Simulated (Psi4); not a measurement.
# CH4N (SMILES [CH2]N) at USVWN5/def2-TZVP

What is the vertical doublet–quartet gap of CH4N at USVWN5/def2-TZVP? 

Program for the calculation: Psi4 1.11.

3 further runs of the same task are left out: 3 that didn't finish.

## (1) Starting point

CH4N: 6 atoms, total charge 0, spin state doublet. SMILES: `[CH2]N`. Geometry: relaxed at PBE0-D4/def2-TZVP. This is one conformer, not always the lowest.

Bond lengths: C1–N2 1.386 Å, C1–H3 1.082 Å, C1–H4 1.082 Å, N2–H5 1.008 Å, N2–H6 1.008 Å. Angles: C1–N2–H5 115.5°, C1–N2–H6 115.5°, N2–C1–H3 116.9°, N2–C1–H4 116.8°, H5–N2–H6 111.4°, H3–C1–H4 118.6°.

## (2) Energy and forces at USVWN5/def2-TZVP

Input file calc.py:

```python
import psi4

psi4.set_memory(1600000000)
psi4.set_num_threads(1)
psi4.core.set_output_file('psi4.out', False)

molecule = psi4.geometry("""
0 2
C     -0.60452339    -1.07978951    -0.36925248
N      0.69617510     1.02876690     0.48017941
H     -2.42924293    -1.44186103     0.47734482
H      0.52005263    -2.66999404    -0.98946060
H      2.26842724     1.47134076    -0.49964359
H     -0.37133118     2.57059445     0.81333812
units au
symmetry c1
no_reorient
no_com
""")

psi4.set_options({
    'basis': 'def2-TZVP',
    'reference': 'uks',
    'puream': True,
    'e_convergence': 1e-09,
    'd_convergence': 1e-08,
    'scf_type': 'pk',
    'dft_radial_points': 99,
    'dft_spherical_points': 590,
    'maxiter': 100,
})

e, wfn = psi4.gradient("scf", dft_functional={"name": "SVWN5", "x_functionals": {"LDA_X": {}}, "c_functionals": {"LDA_C_VWN": {}}}, molecule=molecule, return_wfn=True)
psi4.oeprop(wfn, "MULLIKEN_CHARGES", "MAYER_INDICES", "QUADRUPOLE", title="SCF")
print('gradient / Eh bohr^-1')
print(e.np.round(6))
print(f'energy = {wfn.energy():.10f} Eh')
```

On the command line:

```console
$ python calc.py
```

psi4.out, shortened:

```text
[...]
  Running in c1 symmetry.
[...]
  Nuclear repulsion =   37.294117782314643
[...]
  Multiplicity = 2
[...]
  Nalpha       = 9
  Nbeta        = 8
[...]
    Number of basis functions: 86
[...]
   @UKS iter   1:   -94.00234025853307   -1.72678e-02   1.07363e-02 DIIS/ADIIS
[...]
   @UKS iter  12:   -94.39686429540818   -7.10543e-13   1.89574e-09 DIIS
[...]
   @S^2 Observed:                7.517373471E-01
[...]
    Orbital Energies [Eh]
    ---------------------
    Alpha Occupied:
       1A    -13.873219     2A     -9.786754     3A     -0.825942
       4A     -0.579515     5A     -0.479028     6A     -0.410353
       7A     -0.337614     8A     -0.303487     9A     -0.109677
    Alpha Virtual:
      10A      0.008149    11A      0.056913    12A      0.066970
      13A      0.124466    14A      0.150537    15A      0.200045
      16A      0.210089    17A      0.246060    18A      0.258517
      19A      0.321291    20A      0.339492    21A      0.360741
      22A      0.428655    23A      0.431245    24A      0.461989
      25A      0.487496    26A      0.518746    27A      0.699546
[...]
  @UKS Final Energy:   -94.39686429540818
   => Energetics <=
    Nuclear Repulsion Energy =             37.2941177823146433
    One-Electron Energy =                -201.3520135602823018
    Two-Electron Energy =                  82.5717649972040277
    DFT Exchange-Correlation Energy =     -12.9107335146445603
    Empirical Dispersion Energy =           0.0000000000000000
    VV10 Nonlocal Energy =                  0.0000000000000000
    Total Energy =                        -94.3968642954081787
[...]
  -Total Gradient:
     Atom            X                  Y                   Z
    ------   -----------------  -----------------  -----------------
       1       -0.005624495931    -0.009547234786    -0.003154135111
       2        0.006709576960     0.013630823326     0.002066715731
       3        0.005969913075     0.000777209189    -0.002301224772
       4       -0.003549352450     0.004720152591     0.002438331722
       5       -0.008931384079    -0.001793225640     0.004047645760
       6        0.005425868199    -0.007787393400    -0.003097358554
[...]
 Multipole Moments:
 ------------------------------------------------------------------------------------
     Multipole            Electronic (a.u.)      Nuclear  (a.u.)        Total (a.u.)
 ------------------------------------------------------------------------------------
 L = 1.  Multiply by 2.5417464519 to convert [e a0] to [Debye]
 Dipole X            :         -1.0437375            1.2339911            0.1902536
 Dipole Y            :         -0.1531638            0.6527114            0.4995475
 Dipole Z            :         -0.9830426            0.9473197           -0.0357229
 Magnitude           :                                                    0.5357428
 L = 2.  Multiply by 1.3450342976 to convert [e a0^2] to [Debye ang]
 Quadrupole XX       :        -26.2572941           17.0406345           -9.2166596
 Quadrupole XY       :        -13.3752626           13.4271423            0.0518797
[...]
  Mulliken Charges: (a.u.)
   Center  Symbol    Alpha    Beta     Spin     Total
       1     C     3.60805  2.77321  0.83484 -0.38125
       2     N     3.80910  3.59527  0.21383 -0.40437
       3     H     0.41737  0.43958 -0.02221  0.14305
       4     H     0.41738  0.43959 -0.02221  0.14303
       5     H     0.37405  0.37617 -0.00213  0.24978
       6     H     0.37405  0.37618 -0.00213  0.24977
   Total alpha =  9.00000, Total beta =  8.00000, Total charge =  0.00000
  Mayer Bond Indices:
[...]
```

On the terminal:

```text
gradient / Eh bohr^-1
[[-0.005624 -0.009547 -0.003154]
 [ 0.00671   0.013631  0.002067]
 [ 0.00597   0.000777 -0.002301]
 [-0.003549  0.00472   0.002438]
 [-0.008931 -0.001793  0.004048]
 [ 0.005426 -0.007787 -0.003097]]
energy = -94.3968642954 Eh
```

It took 43 s on 1 thread of Intel Xeon at 2.50GHz (Skylake/Cascade Lake), shared host; peak memory 0.53 GiB.

## (3) The quartet

Input file input.in:

```
memory 1600 MB

molecule {
  0 4
  C     -0.319900    -0.571400    -0.195400
  N      0.368400     0.544400     0.254100
  H     -1.285500    -0.763000     0.252600
  H      0.275200    -1.412900    -0.523600
  H      1.200400     0.778600    -0.264400
  H     -0.196500     1.360300     0.430400
  units angstrom
  symmetry c1
  no_reorient
  no_com
}

set basis def2-TZVP
set reference uks
set puream true
set e_convergence 1e-09
set d_convergence 1e-08
set scf_type pk
set dft_radial_points 99
set dft_spherical_points 590
set maxiter 100

result, w = gradient("scf", dft_functional={"name": "SVWN5", "x_functionals": {"LDA_X": {}}, "c_functionals": {"LDA_C_VWN": {}}}, return_wfn=True)
oeprop(w, "DIPOLE", "QUADRUPOLE", "MAYER_INDICES")
```

On the command line:

```console
$ psi4 -n 1 input.in input.out
```

input.out, shortened:

```text
[...]
  Running in c1 symmetry.
[...]
  Nuclear repulsion =   37.294117751154822
[...]
  Multiplicity = 4
[...]
  Nalpha       = 10
  Nbeta        = 7
[...]
    Number of basis functions: 86
[...]
   @UKS iter   1:   -93.85633526660249    1.28737e-01   8.18804e-03 ADIIS/DIIS
[...]
   @UKS iter  12:   -94.10502714757666   -1.84741e-12   1.73039e-09 DIIS
[...]
   @S^2 Observed:                3.753143833E+00
[...]
  @UKS Final Energy:   -94.10502714757666
   => Energetics <=
    Nuclear Repulsion Energy =             37.2941177511548219
    One-Electron Energy =                -199.5516221397472805
    Two-Electron Energy =                  80.9798476940551666
    DFT Exchange-Correlation Energy =     -12.8273704530393839
    Empirical Dispersion Energy =           0.0000000000000000
    VV10 Nonlocal Energy =                  0.0000000000000000
    Total Energy =                        -94.1050271475766635
[...]
  -Total Gradient:
     Atom            X                  Y                   Z
    ------   -----------------  -----------------  -----------------
       1        0.038564713509     0.078381006141     0.012046529862
       2       -0.013329581506    -0.017188924544    -0.012427305305
       3        0.007883254840    -0.003656774110    -0.000844416252
       4       -0.005913032860     0.002065258784     0.006019669881
       5       -0.063903191252    -0.008849383523     0.022623810546
       6        0.036697966483    -0.050750835030    -0.027418320833
[...]
 Multipole Moments:
 ------------------------------------------------------------------------------------
     Multipole            Electronic (a.u.)      Nuclear  (a.u.)        Total (a.u.)
 ------------------------------------------------------------------------------------
 L = 1.  Multiply by 2.5417464519 to convert [e a0] to [Debye]
 Dipole X            :         -1.4657869            1.2339912           -0.2317958
 Dipole Y            :         -1.4631511            0.6527114           -0.8104397
 Dipole Z            :         -0.7344988            0.9473197            0.2128209
 Magnitude           :                                                    0.8693875
 L = 2.  Multiply by 1.3450342976 to convert [e a0^2] to [Debye ang]
 Quadrupole XX       :        -30.8800972           17.0406346          -13.8394626
 Quadrupole XY       :        -13.1970200           13.4271423            0.2301223
[...]
```

It took 42 s on 1 thread of Intel Xeon at 2.50GHz (Skylake/Cascade Lake), shared host; peak memory 0.53 GiB.

## (4) Outcome

Level: USVWN5/def2-TZVP.

| quantity | value |
| --- | --- |
| doublet: total energy | -94.39686 Eh |
| doublet: dipole moment | 1.36 D |
| doublet: HOMO energy (highest over α and β) | -2.98 eV |
| doublet: LUMO energy (lowest over α and β) | -1.74 eV |
| doublet: ⟨S²⟩ | 0.752 |
| doublet: largest force on an atom | 0.788 eV/Å |
| quartet: total energy | -94.10503 Eh |
| quartet: dipole moment | 2.21 D |
| quartet: HOMO energy (highest over α and β) | -1.29 eV |
| quartet: ⟨S²⟩ | 3.753 |
| quartet: largest force on an atom | 4.534 eV/Å |
| vertical energy of the quartet above the doublet | 7.941 eV |

At this shape the quartet lies 7.94 eV (766 kJ/mol) above the doublet. The largest force (doublet) is 0.79 eV/Å: the shape isn't a stationary point for this species at this level.
